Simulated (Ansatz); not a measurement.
# AlH− (quartet): the correlation ladder, aug-cc-pVDZ

Aim: climb from Hartree-Fock through coupled cluster and multireference methods for AlH− (quartet) at one geometry and basis, and see what each rung misses.

Method: aug-cc-pVDZ, core rule «outside noble gas», up to 5 orbitals frozen; program: Ansatz 0.2.0, Gaussian basis.

To be run: UHF; CCSD(T) on ROHF; CCSD(T) on UHF; BCCD(T) on ROHF; CISD; CCSDT(Q) on ROHF; CCSDT(Q) on UHF; CISDTQ; CASSCF and MRCISD+Q, 5 electrons in 5 orbitals; CASSCF and NEVPT2, 5 electrons in 5 orbitals; Full CI.

16 further runs of the same task are left out: 3 for a known fault of the program, 4 that didn't finish, 9 set aside as unsound or not needed.

## 1. What is computed

The geometry is a PBE0/def2-TZVPD stationary point (not a proven minimum) of the parent state, kept for this charge and spin.

2 atoms, charge -1, spin multiplicity 4.

Atoms are counted from 1 here; the program's logs count them from 0.

Bond lengths: Al1–H2 1.706 Å.

## 2. UHF

in.yaml reads:

```yaml
crystal:
  periodic: [false, false, false]
  atoms:
    - {symbol: Al, position_ang: [0.000000, 0.000000, 0.000000]}
    - {symbol: H, position_ang: [0.000000, 0.000000, 1.706067]}
basis:
  gaussian: {orbitals: aug-cc-pVDZ}
total_charge: -1
magnetization: {spin_polarized: true, initial_magnetization: 3}
hamiltonian: {xc: hf}
output: {orbitals: {seedname: orbitals}}
```

The run is started by

```console
ansatz run in.yaml --threads 1 --pin off --events-out ev --progress --plain --max-ram 2393MiB
```

The runs that follow: CCSD(T) on ROHF; CCSD(T) on UHF; BCCD(T) on ROHF; CISD; CCSDT(Q) on ROHF; CCSDT(Q) on UHF; CISDTQ; CASSCF and MRCISD+Q, 5 electrons in 5 orbitals; CASSCF and NEVPT2, 5 electrons in 5 orbitals; Full CI.

Q: Predict the results of all the runs planned. Wanted: FCI below the RHF energy; RMP2 from FCI; UMP2 from FCI; RCCSD from FCI; RCCSD(T) from FCI; UCCSD(T) from FCI; RCCSDT(Q) from FCI; UCCSDT(Q) from FCI; NEVPT2 valence from FCI.

The runs gave:

| quantity | value |
| --- | --- |
| FCI below the RHF energy | -1.8163 eV |
| RMP2 from FCI | +53.2 kJ/mol |
| UMP2 from FCI | +52.8 kJ/mol |
| RCCSD from FCI | +7.7 kJ/mol |
| RCCSD(T) from FCI | +2.4 kJ/mol |
| UCCSD(T) from FCI | +2.4 kJ/mol |
| RCCSDT(Q) from FCI | +0.1 kJ/mol |
| UCCSDT(Q) from FCI | 0.0 kJ/mol |
| NEVPT2 valence from FCI | +51.3 kJ/mol |
| MRCISD+Q valence from FCI | +1.7 kJ/mol |
| levels within 1 kcal/mol (43 meV) | RCCSD(T), UCCSD(T), BCCD(T), RCCSDT, UCCSDT, CISDTQ, RCCSDT(Q), UCCSDT(Q), MRCISD+Q valence |
| T1 diagnostic | 0.035 |
| effectively unpaired electrons | 3.03 |

What this shows: RCCSD(T) lands +2.4 kJ/mol from the yardstick (1.4 % of the correlation energy). One determinant dominates. Of the multireference levels listed MRCISD+Q valence comes nearest in total energy (+1.7 kJ/mol), which doesn't show that its space is the better one. These misses are within one basis, not against nature; the frozen cores of restricted and unrestricted runs differ, which can shift their rows.
